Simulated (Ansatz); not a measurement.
Basis-set extrapolation for C5H10, SMILES `CC1(C)CC1` (PBE0-D4/def2-TZVP geometry, frozen core, Ansatz). Multiplicity 1, RHF reference.

|  | def2-TZVPP | def2-QZVPP |
| --- | --- | --- |
| HF | -195.205875 | -195.214994 |
| MP2 correlation | -0.867490 | -0.920594 |
| CCSD(T) correlation | -0.954113 | not run |

Energies in hartree. Use E(X) = E(∞) + A·exp(−7.88·√X) for Hartree–Fock and E(X) = E(∞) + B·X^(−2.97) for correlation, with X = 3 and 4, and add CCSD(T) minus MP2 of the smaller set to the MP2 limit.

Question: What is the CCSD(T) energy at the basis-set limit?

Answer: HF limit: -195.214994 + (-0.009119) × 0.13774 = -195.21625. MP2 limit: -0.920594 + (-0.053104) × 0.74074 = -0.95993. Higher-order term: -0.954113 − (-0.867490) = -0.08662. Total: -196.26280 hartree, 269.9 kJ/mol below CCSD(T)/def2-TZVPP.
